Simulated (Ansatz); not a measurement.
We consider diamond-structure Si, described by LDA (PAW; Ansatz, an electronic-structure program).

Numerical settings: plane-wave cutoff 520 eV, 12×12×12 k mesh, perturbation theory, force constants from a 4×4×4 q mesh, scalar-relativistic PAW data made under PBE.

Quasi-harmonic results against temperature at zero pressure (zero-point motion included, B isothermal):

```csv
T (K),a (Å),linear α (10⁻⁶/K),B (GPa),C_P (J/K per mol of atoms),Grüneisen γ
200,5.4103,1.09,94.0,15.84,0.23
400,5.4128,3.05,92.1,21.92,0.46
500,5.4146,3.45,91.1,22.97,0.49
600,5.4165,3.71,90.1,23.59,0.51
700,5.4186,3.89,89.1,24.00,0.52
800,5.4207,4.04,88.1,24.28,0.53
1000,5.4252,4.27,86.1,24.67,0.54
```

The crystal is taken as a harmonic solid at every temperature: melting, phase changes and anharmonicity beyond the change of volume are not seen.
